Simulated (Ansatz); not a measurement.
Born–Oppenheimer molecular dynamics of BFH₃N (6 atoms, charge 0, multiplicity 1). It starts from a relaxed structure.

Computed with Ansatz, RKS PBE-D4/6-31G*.

* ensemble: NVE (velocity Verlet)
* time step: 0.5 fs
* steps asked: 150
* starting velocities drawn for: 1500 K
* seed: 369141

First frame:

```xyz
6
Properties=species:S:1:pos:R:3
B 0.008 0.005 0.072
N -0.001 0.000 1.476
H -0.851 -0.105 2.027
H 0.846 0.104 2.027
H 1.038 0.134 -0.543
F -1.152 -0.138 -0.604
```

(1) How far do the bonds stretch over the last three quarters of this one trajectory? (Pairs bonded in most of those frames.)

Results:

(1) 
| bond | mean (Å) | spread (Å) | shortest | longest |
| --- | --- | --- | --- | --- |
| B1–N2 | 1.411 | 0.028 | 1.37 | 1.45 |
| B1–H5 | 1.221 | 0.044 | 1.15 | 1.28 |
| B1–F6 | 1.363 | 0.060 | 1.26 | 1.45 |
| N2–H3 | 1.024 | 0.008 | 1.01 | 1.04 |
| N2–H4 | 1.023 | 0.032 | 0.98 | 1.07 |

Mean temperature of the second half: 684 K. The conserved energy stayed within 0.38 meV per atom of its start (net change 0.17 meV per atom), so the integration is sound. The temperature averaged 0.46 of the 1500 K drawn at the start: a run that starts near a minimum puts about half its kinetic energy into the potential. A run of 0.075 ps of so small a system gives no equilibrium averages.

Time of the run: 2.3 min on 1 thread of Arm Neoverse V1, with other jobs on the host, peak memory 0.091 GiB.
